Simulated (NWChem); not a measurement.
**NH2 (SMILES [NH2]) at UCCSD(T)/cc-pVTZ-DK (DKH3)**

Aim: the energy change on altering one bond length of NH2 at UCCSD(T)/cc-pVTZ-DK (DKH3), from 2 runs. 

The calculation is run with NWChem 7.3.0.

2 further runs of the same task are left out: 2 set aside as unsound or not needed.

**1. The system as given**

NH2: 3 atoms, total charge 0, spin state doublet. As SMILES, `[NH2]`. The coordinates come from a GFN2-xTB relaxation.

Bond lengths: N1–H2 1.014 Å, N1–H3 1.014 Å. Angles: H2–N1–H3 110.0°.

**2. A single-point energy at UCCSD(T)/cc-pVTZ-DK (DKH3)**

File h2n.nw:

```
start h2n
title "H2N energy"
memory 2200 mb

geometry noautosym nocenter noautoz
 N      0.307180    -0.182210     0.151440
 H      0.155580     0.820260     0.174790
 H     -0.462760    -0.638040    -0.326220
end

basis "ao basis" spherical bse
 * library cc-pVTZ-DK
end

relativistic
 douglas-kroll dk3
end

scf
 nopen 1
 uhf
 maxiter 60
end

tce
 scf
 ccsd(t)
 freeze core 1
 maxiter 100
end

task tce energy
```

Launch:

```bash
$ nwchem h2n.nw > h2n.out
```

Log:

```text
Northwest Computational Chemistry Package (NWChem) 7.3.0
             --------------------------------------------------------

           Job information
           ---------------

    nwchem branch   = 7.3.0
    use scalapack   = T
    input           = h2n.nw
    prefix          = h2n.
    data base       = ./h2n.db
    status          = startup
    nproc           =        1

           Memory information
           ------------------

    heap     =     72089596 doubles =      550.0 Mbytes
    stack    =     72089601 doubles =      550.0 Mbytes
    global   =    144179200 doubles =     1100.0 Mbytes (distinct from heap & stack)
    total    =    288358397 doubles =     2200.0 Mbytes
    verify   = yes
    hardfail = no

           Directory information
           ---------------------

  0 permanent = .
  0 scratch   = .

                                NWChem Input Module
                                -------------------

                                    H2N energy
                                    ----------

 Scaling coordinates for geometry "geometry" by  1.889725989
 (inverse scale =  0.529177249)

                             Geometry "geometry" -> ""
                             -------------------------

 Output coordinates in angstroms (scale by  1.889725989 to convert to a.u.)

  No.       Tag          Charge          X              Y              Z
 ---- ---------------- ---------- -------------- -------------- --------------
    1 N                    7.0000     0.30718000    -0.18221000     0.15144000
    2 H                    1.0000     0.15558000     0.82026000     0.17479000
    3 H                    1.0000    -0.46276000    -0.63804000    -0.32622000

      Atomic Mass
      -----------

      N                 14.003070
      H                  1.007825

 Effective nuclear repulsion energy (a.u.)       7.6232491925

            Nuclear Dipole moment (a.u.)
            ----------------------------
        X                 Y               Z
 ---------------- ---------------- ----------------
     3.4829161750    -2.0659429370     1.7170995195

            XYZ format geometry
            -------------------
     3
 geometry
 N                     0.30718000    -0.18221000     0.15144000
 H                     0.15558000     0.82026000     0.17479000
 H                    -0.46276000    -0.63804000    -0.32622000

 ==============================================================================
                                internuclear distances
 ------------------------------------------------------------------------------
       center one      |      center two      | atomic units |  angstroms
 ------------------------------------------------------------------------------
    2 H                |   1 N                |     1.91644  |     1.01414
    3 H                |   1 N                |     1.91670  |     1.01427
 ------------------------------------------------------------------------------
                         number of included internuclear distances:          2
 ==============================================================================

 ==============================================================================
                                 internuclear angles
 ------------------------------------------------------------------------------
        center 1       |       center 2       |       center 3       |  degrees
 ------------------------------------------------------------------------------
    2 H                |   1 N                |   3 H                |   109.98
 ------------------------------------------------------------------------------
                            number of included internuclear angles:          1
 ==============================================================================

 Summary of "ao basis" -> "" (spherical)
 ------------------------------------------------------------------------------
       Tag                 Description            Shells   Functions and Types
 ---------------- ------------------------------  ------  ---------------------
 *                         cc-pVTZ-DK                 on all atoms

Douglas-Kroll integrals are switched on !

Integrals for the no-pair equation with
Douglas-Kroll Hamiltonian correct to third order in the external potential
will be computed (3rd-order Douglas-Kroll).

                      Basis "ao basis" -> "ao basis" (spherical)
                      -----
  [basis functions not shown]

 Summary of "ao basis" -> "ao basis" (spherical)
 ------------------------------------------------------------------------------
       Tag                 Description            Shells   Functions and Types
 ---------------- ------------------------------  ------  ---------------------
 N                         cc-pVTZ-DK               10       30   4s3p2d1f
 H                         cc-pVTZ-DK                6       14   3s2p1d

                                 NWChem SCF Module
                                 -----------------

                                    H2N energy

  ao basis        = "ao basis"
  functions       =    58
  atoms           =     3
  alpha electrons =     5
  beta  electrons =     4
  charge          =   0.00
  wavefunction    = UHF
  input vectors   = atomic
  output vectors  = ./h2n.movecs
  use symmetry    = F
  symmetry adapt  = F

[... 26 lines left out ...]
         Quadratically convergent UHF
[... 1 line left out ...]
 Convergence threshold     :          1.000E-04
[... 11 lines left out ...]
       Final UHF  results
[... 2 lines left out ...]
         Total SCF energy =    -55.614410789951
      One electron energy =    -90.372600622312
      Two electron energy =     27.134940639859
 Nuclear repulsion energy =      7.623249192502
[... 7 lines left out ...]
          Final alpha eigenvalues
[... 19 lines left out ...]
          Final beta eigenvalues
[... 19 lines left out ...]
                    UHF Final Alpha Molecular Orbital Analysis
[... 110 lines left out ...]
                     UHF Final Beta Molecular Orbital Analysis
[... 146 lines left out ...]
   Mulliken analysis of the spin density
   -------------------------------------

    Atom       Charge   Shell Charges
 -----------   ------   -------------------------------------------------------
    1 N    7     1.09  -0.00  0.01  0.04  0.01  0.27  0.48  0.27 -0.00  0.00 -0.00
    2 H    1    -0.05  -0.01 -0.03 -0.01  0.00  0.01  0.00
    3 H    1    -0.05  -0.01 -0.03 -0.01  0.00  0.01  0.00

       Multipole analysis of the density wrt the origin
       ------------------------------------------------

     L   x y z        total         alpha         beta         nuclear
     -   - - -        -----         -----         ----         -------
     0   0 0 0     -0.000000     -5.000000     -4.000000      9.000000

     1   1 0 0     -0.575386     -2.306693     -1.751609      3.482916
[... 8 lines of this table left out ...]
     2   0 0 2     -5.228530     -3.846646     -2.444310      1.062426

                   NWChem Extensible Many-Electron Theory Module
                   ---------------------------------------------

              ======================================================
                   This portion of the program was automatically
                  generated by a Tensor Contraction Engine (TCE).
                  The development of this portion of the program
                 and TCE was supported by US Department of Energy,
                Office of Science, Office of Basic Energy Science.
                      TCE is a product of Battelle and PNNL.
              ======================================================

                                    H2N energy

            General Information
            -------------------
      Number of processors :     1
         Wavefunction type : Unrestricted Hartree-Fock
          No. of electrons :     9
           Alpha electrons :     5
            Beta electrons :     4
           No. of orbitals :   116
            Alpha orbitals :    58
             Beta orbitals :    58
        Alpha frozen cores :     1
         Beta frozen cores :     1
     Alpha frozen virtuals :     0
      Beta frozen virtuals :     0
         Spin multiplicity : doublet
    Number of AO functions :    58
       Number of AO shells :    22
        Use of symmetry is : off
      Symmetry adaption is : off
         Schwarz screening : 0.10D-09

          Correlation Information
          -----------------------
          Calculation type : Coupled-cluster singles & doubles w/ perturbation
   Perturbative correction : (T)
            Max iterations :      100
        Residual threshold : 0.10D-06
     T(0) DIIS level shift : 0.00D+00
     L(0) DIIS level shift : 0.00D+00
     T(1) DIIS level shift : 0.00D+00
     L(1) DIIS level shift : 0.00D+00
     T(R) DIIS level shift : 0.00D+00
     T(I) DIIS level shift : 0.00D+00
   CC-T/L Amplitude update :  5-th order DIIS
                I/O scheme : Global Array Library
        L-threshold :  0.10D-06
        EOM-threshold :  0.10D-06
 no EOMCCSD initial starts read in
 TCE RESTART OPTIONS
 READ_INT:   F
 WRITE_INT:  F
 READ_TA:    F
 WRITE_TA:   F
 READ_XA:    F
 WRITE_XA:   F
 READ_IN3:   F
 WRITE_IN3:  F
 SLICE:      F
 D4D5:       F
 quantumc:   F
 qrotation:  F
 pwtce:      F
 qducc:      F
 nacto:                         0
 nrotv:                         0
 nrot:                          0

            Memory Information
            ------------------
          Available GA space size is     144172472 doubles
          Available MA space size is     144174676 doubles

 Maximum block size        24 doubles

 tile_dim =     18

 Block   Spin    Irrep     Size     Offset   Alpha
 -------------------------------------------------
   1    alpha     a      4 doubles       0       1
   2    beta      a      3 doubles       4       2
   3    alpha     a     17 doubles       7       3
   4    alpha     a     18 doubles      24       4
   5    alpha     a     18 doubles      42       5
   6    beta      a     18 doubles      60       6
   7    beta      a     18 doubles      78       7
   8    beta      a     18 doubles      96       8

 Global array virtual files algorithm will be used

 Parallel file system coherency ......... OK

 Fock matrix recomputed
 1-e file size   =             6498
 1-e file name   = ./h2n.f1

 tce_ao2e: fast2e=1
 half-transformed integrals in memory

 2-e (intermediate) file size =        25112260
 2-e (intermediate) file name = ./h2n.v2i

 tce_mo2e: fast2e=1
 2-e integrals stored in memory

 2-e file size   =         19443427
 2-e file name   = ./h2n.v2
 T1-number-of-tasks                    6

 t1 file size   =              374
 t1 file name   = ./h2n.t1
 t1 file handle =       -998
 T2-number-of-boxes                   21

 t2 file size   =            81808
 t2 file name   = ./h2n.t2
 t2 file handle =       -995
CCSD iterations
 ---------------------------------------------------------
 Iter          Residuum       Correlation     Cpu    Wall
 ---------------------------------------------------------
NEW TASK SCHEDULING
CCSD_T1_NTS --- OK
CCSD_T2_NTS --- OK
    1   0.1182021172725  -0.1838939506950     0.1     0.1
    2   0.0328276115377  -0.1967294116935     0.1     0.1
    3   0.0131303055983  -0.1997295333937     0.1     0.1
    4   0.0063394693050  -0.2006064363715     0.1     0.1
    5   0.0034480706625  -0.2009432174088     0.1     0.1
 MICROCYCLE DIIS UPDATE:                    5                    5
    6   0.0008111051527  -0.2012407424977     0.1     0.1
    7   0.0004105596361  -0.2012232483233     0.1     0.1
    8   0.0002559859475  -0.2012232580886     0.1     0.1
    9   0.0001666333136  -0.2012235153597     0.1     0.1
   10   0.0001100739085  -0.2012241989619     0.1     0.1
 MICROCYCLE DIIS UPDATE:                   10                    5
   11   0.0000136646997  -0.2012260588740     0.1     0.1
   12   0.0000074750130  -0.2012264471986     0.1     0.1
   13   0.0000049717286  -0.2012265153797     0.1     0.1
   14   0.0000033905417  -0.2012265247165     0.1     0.1
   15   0.0000023296844  -0.2012265245801     0.1     0.1
 MICROCYCLE DIIS UPDATE:                   15                    5
   16   0.0000002856984  -0.2012265109720     0.1     0.1
   17   0.0000001596707  -0.2012265176944     0.1     0.1
   18   0.0000001010110  -0.2012265195034     0.1     0.1
   19   0.0000000661636  -0.2012265203787     0.1     0.1
 -----------------------------------------------------------------
 Iterations converged
 CCSD correlation energy / hartree =        -0.201226520378739
 CCSD total energy / hartree       =       -55.815637310329329

 Singles contributions

 Doubles contributions
 CCSD(T)
 Using plain CCSD(T) code
             total no. of tasks           56
 total no. of tasks / no. procs           56
                         wl_min       157464           7.3
                         wl_max       373248           8.5
        thresh for no. of tasks           56

 CCSD[T]  correction energy / hartree =        -0.005626533422007
 CCSD[T] correlation energy / hartree =        -0.206853053800746
 CCSD[T] total energy / hartree       =       -55.821263843751339
 CCSD(T)  correction energy / hartree =        -0.005520429659196
 CCSD(T) correlation energy / hartree =        -0.206746950037935
 CCSD(T) total energy / hartree       =       -55.821157739988529

 Task  times  cpu:       10.5s     wall:       10.5s
 Total times  cpu:       10.5s     wall:       10.5s
```

It took 11 s on 1 thread of INTEL XEON PLATINUM 8581C at 2.30GHz (Emerald Rapids), shared host; peak memory 0.44 GiB.

(Part 1 of 2 ends here.)
